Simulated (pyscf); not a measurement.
PySCF, gas phase, ωB97X-D3(BJ)/def2-SVP geometries.

Question: For `[OH][AlH][AsH2]` + `[H][H]` → `[AsH3]` + `[OH][AlH2]`, a multi-bond step (singlet surface; Al–As, As–H, H–H broken, As–H, As–H, Al–H formed), PBE/def2-TZVP gives ΔE‡ = 166.6 kJ/mol and ΔE = +43.7 kJ/mol (zero: the separated reactants). In which direction and how far do r²SCAN/def2-TZVP, M06-2X/def2-TZVP, ωB97M-D3(BJ)/def2-TZVP move these?

Answer: r²SCAN: ΔE‡ = 175.7 kJ/mol, ΔE = +45.4 kJ/mol; M06-2X: ΔE‡ = 182.0 kJ/mol, ΔE = +49.4 kJ/mol; ωB97M-D3(BJ): ΔE‡ = 179.2 kJ/mol, ΔE = +34.7 kJ/mol. PBE's barrier lies under all of them, by 9.0 to 15.3 kJ/mol. Its reaction energy lies among theirs. On the product side the descent ends in an adduct with a Al–As contact, 57.9 kJ/mol under the separated species and 188.6 kJ/mol under the saddle at ωB97X-D3(BJ)/def2-TZVP. What is counted as broken (Al–As) persists as a longer contact in the product adduct; parting that adduct is a step of its own. The same reactants have a lower exit, to H₂Al–AsH₂ + H₂O (highest point, the separated products, at +123.4 kJ/mol at ωB97M-D3(BJ)/def2-TZVP, against +179.2 kJ/mol here). One saddle was located; it need not be the lowest between these sides. Elements up to Kr have no core potential and no relativistic terms here.
